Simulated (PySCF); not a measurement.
**BH₃: a look at the electrons**

Aim: take BH₃ and pull one bond apart with RHF, UHF and CASSCF, measure its response to a uniform field and see where an electron leaves and enters.

Computed with PySCF 2.14.0. Level: levels as typed in each script, gas phase, geometry from GFN2-xTB.

## Step 1: Where the work starts

SMILES `B`, 4 atoms, charge 0, spin multiplicity 1.

Bond lengths: B1–H2 1.164 Å, B1–H3 1.164 Å, B1–H4 1.164 Å. Angles: H2–B1–H3 120.0°, H2–B1–H4 120.0°, H3–B1–H4 120.0°.

Geometry (Å):

| atom | x (Å) | y (Å) | z (Å) |
| --- | --- | --- | --- |
| B1 | 0.00000 | 0.00000 | 0.00000 |
| H2 | -0.30093 | 1.12490 | 0.00000 |
| H3 | -0.82373 | -0.82307 | 0.00000 |
| H4 | 1.12466 | -0.30184 | 0.00000 |

## Step 2: Stretching a bond (def2-tzvp)

Contents of input.py:

```python
import numpy as np
from pyscf import gto, scf, mcscf

mol = gto.M(atom='''
B      0.00000     0.00000     0.00000
H     -0.30093     1.12490     0.00000
H     -0.82373    -0.82307     0.00000
H      1.12466    -0.30184     0.00000
''', basis='def2-tzvp', charge=0, spin=0, verbose=4)
# stretch the bond between atoms 1 and 2, from long to short, fragments rigid
a, b, move = 0, 1, [1]
xyz = mol.atom_coords(unit='Angstrom')
u = xyz[b] - xyz[a]
r0 = np.linalg.norm(u)
rows, last, dm_u = [], None, None
for r in [3.22, 2.53, 2.07, 1.78, 1.55, 1.38, 1.26, 1.15, 1.06]:
    new = xyz.copy()
    new[move] += u / r0 * (r - r0)
    m = mol.set_geom_(new, unit='Angstrom', inplace=False)
    rhf = scf.RHF(m).density_fit(auxbasis='def2-universal-jkfit').run()
    uhf = scf.UHF(m).density_fit(auxbasis='def2-universal-jkfit').newton()
    if dm_u is None:
        c = rhf.mo_coeff
        h = m.nelectron // 2 - 1
        ca, cb = c.copy(), c.copy()
        ca[:, h], cb[:, h] = (c[:, h] + c[:, h + 1]) / 2**.5, (c[:, h] - c[:, h + 1]) / 2**.5
        dm_u = np.array([x[:, :h + 1] @ x[:, :h + 1].T for x in (ca, cb)])
    uhf.kernel(dm0=dm_u)
    for _ in range(3):
        c, _, stable, _ = uhf.stability(return_status=True)
        if stable:
            break
        uhf.kernel(c, uhf.mo_occ)
    dm_u = uhf.make_rdm1()
    mc = mcscf.CASSCF(rhf, 2, 2)
    mc.natorb = True
    mc.fix_spin_(ss=0)
    guess = mcscf.addons.make_natural_orbitals(uhf)[1] if last is None else mcscf.project_init_guess(mc, last.mo_coeff, last.mol)
    mc.kernel(guess)
    last = mc
    act = slice(mc.ncore, mc.ncore + mc.ncas)
    print('r %.3f  RHF %.6f  UHF %.6f  <S^2> %.3f  CASSCF %.6f  occupations' % (r, rhf.e_tot, uhf.e_tot, uhf.spin_square()[0], mc.e_tot), mc.mo_occ[act].round(4))
    rows.append((new, rhf.e_tot, uhf.e_tot, uhf.spin_square()[0], mc.e_tot, mc.mo_occ[act], mc.mo_coeff[:, act], dm_u[0] - dm_u[1], rhf.converged and uhf.converged and mc.converged))
    np.savez('result.npz', **{k: [row[i] for row in rows] for i, k in enumerate('xyz rhf uhf s2 cas occ c spin ok'.split())})
```

Started as:

```
$ OMP_NUM_THREADS=1 python input.py
```

## Step 4: Response to an electric field (BP86/def2-svpd)

Contents of input.py:

```python
import numpy as np
from pyscf import gto, scf, dft
from pyscf.scf import atom_ks, atom_hf
from scipy.linalg import block_diag

def solve(mol, dm0=None, hcore=None):
    mf = (dft.UKS if mol.spin else dft.RKS)(mol, xc='bp86')
    mf.grids.level = 3
    mf = mf.density_fit(auxbasis='def2-universal-jkfit')
    mf.conv_tol, mf.max_cycle = 1e-8, 80
    if hcore is not None:
        mf.get_hcore = lambda *args: hcore
    mf.kernel(dm0)
    if not mf.converged:
        mf = mf.newton().run(mf.mo_coeff, mf.mo_occ, max_cycle=30)
    assert mf.converged, 'SCF not converged'
    return mf

mol = gto.M(atom='''
B      0.00000     0.00000     0.00000
H     -0.30093     1.12490     0.00000
H     -0.82373    -0.82307     0.00000
H      1.12466    -0.30184     0.00000
''', basis='def2-svpd', charge=0, spin=0, verbose=4)
field = np.array([0.008, 0.0, 0.0])  # atomic units
mol.set_common_orig(mol.atom_charges() @ mol.atom_coords() / mol.atom_charges().sum())
mf = solve(mol)
out = dict(dm0=mf.make_rdm1(), d0=mf.dip_moment(unit='AU'), e0=mf.e_tot)
for name, sign in (('p', 1), ('m', -1)):
    h = mf.get_hcore() + sign * np.einsum('x,xij->ij', field, mol.intor('int1e_r'))
    mi = solve(mol, mf.make_rdm1(), h)
    out.update({'dm' + name: mi.make_rdm1(), 'd' + name: mi.dip_moment(unit='AU'), 'e' + name: mi.e_tot})
# spherically averaged free atoms, for the promolecule
atm = atom_ks.get_atm_nrks(mol, xc='bp86')
pro = block_diag(*[(atm[a[0]][2] * atm[a[0]][3]) @ atm[a[0]][2].T for a in mol._atom])
np.savez('result.npz', pro=pro, **out)
```

## Step 6: Removing and adding an electron (PBE0/def2-svp)

Contents of input.py:

```python
import numpy as np
from pyscf import gto, scf, dft
from pyscf.scf import atom_ks, atom_hf
from scipy.linalg import block_diag

def solve(mol, dm0=None, hcore=None):
    mf = (dft.UKS if mol.spin else dft.RKS)(mol, xc='pbe0')
    mf.grids.level = 3
    mf = mf.density_fit(auxbasis='def2-universal-jkfit')
    mf.conv_tol, mf.max_cycle = 1e-8, 80
    if hcore is not None:
        mf.get_hcore = lambda *args: hcore
    mf.kernel(dm0)
    if not mf.converged:
        mf = mf.newton().run(mf.mo_coeff, mf.mo_occ, max_cycle=30)
    assert mf.converged, 'SCF not converged'
    return mf

mol = gto.M(atom='''
B      0.00000     0.00000     0.00000
H     -0.30093     1.12490     0.00000
H     -0.82373    -0.82307     0.00000
H      1.12466    -0.30184     0.00000
''', basis='def2-svp', charge=0, spin=0, verbose=4)
mf = solve(mol)
out = dict(e0=mf.e_tot, dm0=mf.make_rdm1(), c=mf.mo_coeff, occ=mf.mo_occ, eps=mf.mo_energy)
for name, dq, spin in [('cation', 1, 1), ('anion', -1, 1)]:
    ion = mol.copy().set(charge=mol.charge + dq, spin=spin).build()
    mi = solve(ion)
    if spin and dq > 0 and mol.nao < 130:
        c, _, stable, _ = mi.stability(return_status=True)
        if not stable:
            mi = solve(ion, mi.make_rdm1(c, mi.mo_occ))
    print(name, 'vertical energy change / eV', (mi.e_tot - mf.e_tot) * 27.211386)
    out.update({'e_' + name: mi.e_tot, 'dm_' + name: mi.make_rdm1(), 's2_' + name: mi.spin_square()[0], 'eps_' + name: mi.mo_energy, 'occ_' + name: mi.mo_occ})
# spherically averaged free atoms, for the promolecule
atm = atom_ks.get_atm_nrks(mol, xc='pbe0')
pro = block_diag(*[(atm[a[0]][2] * atm[a[0]][3]) @ atm[a[0]][2].T for a in mol._atom])
np.savez('result.npz', pro=pro, **out)
```

(Steps that only read results are left out.)

Q: Predict the outcome of this session. Wanted: polarisability along the field; vertical electron affinity.

As calculated:

| quantity | value |
| --- | --- |
| cost of the stretch to 3.2 Å, CASSCF and RHF (def2-tzvp) | 4.1 and 6.5 eV |
| polarisability along the field (BP86/def2-svpd) | 19.1 bohr³ |
| vertical electron affinity (PBE0/def2-svp) | -0.44 eV |

RHF rises too steeply at long distance, since it keeps both electrons in one orbital and so mixes in ionic fragments. The geometry was not optimised at these levels.
